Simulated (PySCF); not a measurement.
## dimethyl carbonate: full NMR table

| Quantity | Value |
| --- | --- |
| Formula | C3H6O3 |
| SMILES | COC(=O)OC |
| Point group of the computed structure | C2v |
| Degrees of unsaturation | 1 |
| Carbon signals | 2 |
| Proton signals | 1 |

Bonds (- single, = double, # triple, : aromatic): C1-O2 1.422 Å, O2-C3 1.333 Å, C3=O4 1.198 Å, C3-O5 1.333 Å, O5-C6 1.422 Å. C1 carries H7, H8, H9; C6 carries H10, H11, H12.

Theory: spin–spin couplings from B3LYP/pcJ-1 (without the spin–dipole term), structure optimised with GFN2-xTB, shielding tensors at PBE0/pcSseg-1 (GIAO), in PySCF (equivalent nuclei averaged, isolated molecule, non-relativistic Hamiltonian, one computed conformer).

δ = σ(ref) − σ, references computed at the same level: ¹H and ¹³C vs TMS; ¹⁷O vs H2O.

```tsv
carbon	δC, type	δH (multiplicity, J in Hz)	HMBC from (abs. J ≥ 3 Hz)	span of the C tensor (ppm)
C1/C6	56.5, CH3	3.89 (s)	–	76
C3	164.7, C	–	H7/H8/H9/H10/H11/H12	142
```

Other nuclei:
| atoms | nucleus | environment | δ (ppm) | σ (ppm) |
| --- | --- | --- | --- | --- |
| O4 | ¹⁷O | ester carbonyl oxygen | 311.4 | 24.7 |
| O2/O5 | ¹⁷O | ester alkoxy oxygen | 143.6 | 192.4 |

Selected couplings (Hz, signed; the shortest-range and largest first, 30 at most; isotopes ¹³C, ¹H): ¹J(C1,H7) 151.6, ²J(C1,C3) -1.1.

- Carbon types of the structure: 1 × C, 2 × CH3, which accounts for all hydrogens.
- δC 164.7: carbonate carbon; lone-pair donation from the attached heteroatom keeps it upfield of a ketone carbonyl.
- δC 56.5: methyl carbon bonded to O; pulled downfield by the heteroatom.
- δH 3.89: hydrogen on a methyl carbon bonded to O; its carbon carries O, which withdraws density.

Shifts are as computed. Against solution values, carbons near 30 ppm lie about +3 ppm off and those near 130 ppm about +5 ppm. Of 1211 compounds with measured shifts, 218 miss one by over three times the rms of a fit or turn the order of signals round; such compounds aren't used in these exercises. Unscaled 17O shifts of doubly bonded oxygen tend to come out too high, by tens of ppm or more. Experimental scales use liquid or dissolved standards, which lie at an offset from isolated H2O (liquid H2O: subtract about 36 ppm).
